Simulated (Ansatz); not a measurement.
Mulliken charges of `O=BF` from B3LYP/def2-TZVPP in Ansatz (PBE0-D4/def2-TZVP geometry).

```
atom   x (Å)   y (Å)   z (Å)  charge (e)
  O1   0.983  -0.565   0.480      -0.155
  B2   0.020  -0.012   0.010       0.352
  F3  -1.003   0.577  -0.490      -0.198
```

Q: By hand: the dipole of these point charges (1 e Å = 4.8032 D).

A: Σ q r = (0.053, -0.031, 0.026) e Å, of length 0.067 e Å = 0.32 D.

Q: How does the dipole of the full density compare? (Estimate.)

A: Ansatz gave: (-0.355, 0.204, -0.173) e Å, 2.13 D; the point charges give 0.15 times that, at 180° from its direction, so they point the opposite way.

Point charges leave out the atoms' own dipoles, such as those of lone pairs, and Mulliken's split depends on the basis, so the two needn't agree.

B3LYP here is the variant with VWN-RPA as its local correlation; programs differ in this.
